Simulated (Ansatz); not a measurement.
Two shapes of singlet SiHF.

Shape 1:

```xyz
3

H     0.0000    0.3260   -1.1781
Si    0.0000   -0.7044   -0.0239
F     0.0000    0.3784    1.2020
```

Shape 2:

```xyz
3

H     0.0000    0.3521   -1.2723
Si    0.0000   -0.7608   -0.0259
F     0.0000    0.4087    1.2982
```

Basis set: def2-SVP (spherical functions). Frozen core: 6 orbitals. Charge 0, multiplicity 1.

Computed with Ansatz (development build ahead of 0.2.0); each method stands on the lowest determinant of its kind that the runs found.

Which shape is lower in energy, and by how much in each method?

| method | E(2) − E(1) (eV) |
| --- | --- |
| RHF | 0.435 |
| UHF | 0.441 |
| RHF-MP2 | 0.353 |
| RHF-CCSD(T) | 0.328 |
| UHF-CCSD(T) | 0.327 |

Shape 1 is lower. Caution for UHF, UHF-CCSD(T): the unrestricted determinant is spin contaminated.
